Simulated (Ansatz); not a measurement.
ethylamine (C2H7N), SMILES CCN.

Geometry optimised at B3LYP-D3(BJ)/def2-TZVP. One conformer was computed; it need not be the lowest.

Two levels are set side by side: PBE/def2-SVPD (Ansatz, a program for electronic structure) and PBE0/def2-SVPD (Ansatz). Energy differences of separate SCF runs at the same geometry; the states with an electron removed or added have multiplicity 2 and 2. Differences are taken from unrounded values.

```csv
quantity,PBE0,PBE,PBE minus PBE0
vertical ionisation energy (eV),9.37,9.27,-0.10
vertical singlet–triplet gap (eV),6.05,5.86,-0.19
```
